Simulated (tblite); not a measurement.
Species: C3H6NS (doublet state).
Numbering: `[CH3:1][CH2:2][C:3]([NH:4])=[S:5]` (hydrogens: H6, H7, H8 on C1; H9, H10 on C2; H11 on N4)

Cartesian coordinates in Å at the GFN2-xTB level; atoms count from 1:
```xyz
11
C3H6NS angstrom
C     -1.3755    0.1155    0.2605
C     -0.2577   -0.0257   -0.7723
C      1.0684   -0.1700   -0.1062
N      1.9690    0.7053   -0.2281
S      1.3676   -1.5767    0.8667
H     -2.3353    0.2048   -0.2410
H     -1.2165    1.0021    0.8698
H     -1.4040   -0.7544    0.9133
H     -0.2206    0.8536   -1.4168
H     -0.4394   -0.9113   -1.3858
H      2.8494    0.5593    0.2539
```

Computed values, GFN2-xTB/tblite, gas phase, harmonic and unscaled. This tight-binding method is rough: wavenumbers can miss measured ones by several per cent, in bad cases by 10 to 20. One conformer, not necessarily the lowest. Open shells enter through the occupations alone, without spin polarisation, and single modes of such species can be off by tens of per cent.

Harmonic wavenumbers (cm⁻¹): 45.6, 194.3, 204.0, 314.5, 372.8, 551.8, 631.6, 756.7, 830.8, 925.4, 1044.3, 1070.8, 1084.2, 1188.5, 1229.2, 1299.6, 1407.4, 1451.5, 1492.6, 1496.9, 1627.2, 2972.0, 2998.9, 3035.5, 3043.7, 3048.6, 3375.6.

A = 5642, B = 3253, C = 2290 MHz; mass 88.022 u (most abundant isotopes); point group C1, symmetry number 1; spin multiplicity 2.

Q: Zero-point energy?

A: Half the sum of the wavenumbers: 18847 cm⁻¹ = 225.46 kJ/mol.

Q: Entropy at 298.15 K, 1 bar (ideal gas, RRHO, classical rotation)?

A: Translation 164.70, rotation 110.62, vibration 56.77, spin (R ln 2) 5.76: S = 337.9 J/(mol K).

Q: And Cp and H(298.15 K) − H(0)?

A: Cp = 94.34 J/(mol K), of which vibrations give 61.09 (their classical limit is 27 R = 224.5); H(298.15 K) − H(0) = 18.86 kJ/mol without the zero-point energy, 8.94 from vibrations.

Q: Which modes carry the vibrational entropy at 298.15 K?

A: 45.6 cm⁻¹: 20.92; 194.3 cm⁻¹: 9.15; 204.0 cm⁻¹: 8.77; 314.5 cm⁻¹: 5.60; 372.8 cm⁻¹: 4.47; 551.8 cm⁻¹: 2.26 J/(mol K); the other 21 give 5.60 together.

Q: Blend soft modes into free rotors: weight 1/[1 + (100 cm⁻¹/ν̃)⁴] for the oscillator and the rest for a rotor with moment μB/(μ + B), μ = h/(8π²ν), B = 10⁻⁴⁴ kg m². What vibrational entropy results?

A: 51.34 J/(mol K) in place of 56.77, which changes −T·S at 298.15 K by +1.62 kJ/mol.

Q: How do the functions run with temperature in this model?

A: 
```json
{"T (K)": "100", "S (J/(mol K))": "261.4", "Cp (J/(mol K))": "53.3", "H − H(0) (kJ/mol)": "4.27", "G − H(0) (kJ/mol)": "-21.87", "ln q(vib)": "0.87"}
{"T (K)": "200", "S (J/(mol K))": "304.7", "Cp (J/(mol K))": "73.6", "H − H(0) (kJ/mol)": "10.63", "G − H(0) (kJ/mol)": "-50.30", "ln q(vib)": "2.04"}
{"T (K)": "300", "S (J/(mol K))": "338.4", "Cp (J/(mol K))": "94.7", "H − H(0) (kJ/mol)": "19.03", "G − H(0) (kJ/mol)": "-82.50", "ln q(vib)": "3.24"}
{"T (K)": "500", "S (J/(mol K))": "396.6", "Cp (J/(mol K))": "134.8", "H − H(0) (kJ/mol)": "42.14", "G − H(0) (kJ/mol)": "-156.15", "ln q(vib)": "5.69"}
{"T (K)": "800", "S (J/(mol K))": "469.4", "Cp (J/(mol K))": "174.9", "H − H(0) (kJ/mol)": "89.11", "G − H(0) (kJ/mol)": "-286.44", "ln q(vib)": "9.31"}
{"T (K)": "1000", "S (J/(mol K))": "510.5", "Cp (J/(mol K))": "192.7", "H − H(0) (kJ/mol)": "125.96", "G − H(0) (kJ/mol)": "-384.52", "ln q(vib)": "11.60"}
```

q(vib) and H(0) count from the zero-point level.

Q: What must be added to the electronic energy to get the Gibbs energy at 298.15 K and 1 bar?

A: ZPE + [H(298.15 K) − H(0)] − T·S = 225.46 + 18.86 − 100.73 = 143.59 kJ/mol.

Hindered rotation and anharmonicity are outside this model. Other conformers, if any are populated, would add a mixing term that is left out. The structure is chiral; the term R ln 2 for an equal mix with its mirror image is left out.

On Intel Xeon Platinum 8259CL at 2.50 GHz, one thread, shared host with 32 logical CPUs at a one-minute load of 29, this took 0.58 s wall. This covers the Hessian and the dipole derivatives.
